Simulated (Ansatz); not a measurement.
Input for Ansatz (development build ahead of 0.2.0):

```yaml
crystal:
  periodic: [false, false, false]
  atoms:
    - { symbol: H, position_ang: [0.0, 0.0, -1.236] }
    - { symbol: B, position_ang: [0.0, 0.0, 0.0] }
    - { symbol: F, position_ang: [0.0, 1.14775, 0.68964] }
basis:
  gaussian: { orbitals: cc-pVTZ }
magnetization:
  spin_polarized: true
  initial_magnetization: 1
hamiltonian:
  xc: hf
correlation:
  method: ccsd_t
  frozen_orbitals: { B: 1, F: 1, H: 0 }
```

The input is written out in the form of the current development build from the run's settings.

Results

| Property | Result |
| --- | --- |
| Converged | yes |
| Reference energy | -124.73013 hartree |
| CCSD correlation energy | -0.33900 hartree |
| Triples correction | -0.01032 hartree |
| Total energy | -125.07944 hartree |
| Spin squared of the determinant | 0.754 |
